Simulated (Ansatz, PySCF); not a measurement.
This Ansatz (a quantum-chemistry and plane-wave program) input computes a BLYP/def2-TZVPD energy:

Ansatz 0.2 input:
```yaml
crystal:
  periodic: [false, false, false]
  atoms:
    - {symbol: C, position_ang: [0.76197714, 0.16421155, 0.12929809]}
    - {symbol: C, position_ang: [-0.50086338, -0.15732525, -0.14166660]}
    - {symbol: H, position_ang: [-1.56668253, -0.04131782, 0.07421100]}
basis:
  gaussian:
    orbitals: def2-TZVPD
hamiltonian:
  xc: {name: BLYP}
total_charge: 1
output: {forces: true}
```

Problem. Write an input for the same energy in PySCF and say what it gives.

Solution. 
```python
from pyscf import gto, scf, dft

mol = gto.M(
    atom='''
    C     0.76197714    0.16421155    0.12929809
    C    -0.50086338   -0.15732525   -0.14166660
    H    -1.56668253   -0.04131782    0.07421100
    ''',
    basis='def2-tzvpd',
    charge=1,
    spin=0,
    verbose=4,
)

mf = dft.RKS(mol, xc='blyp').density_fit(auxbasis='def2-universal-jkfit')
mf.grids.level = 3
mf.conv_tol = 1e-9
mf.max_cycle = 100
mf.max_memory = 1500
mf.kernel()
if not mf.converged:
    mf = mf.newton()
    mf.kernel(mf.make_rdm1())
mf.analyze()
```
It gives -76.14764 Eh, and Ansatz -76.14761 Eh, a difference of 0.03 mEh, from the treatment of integrals and grids.
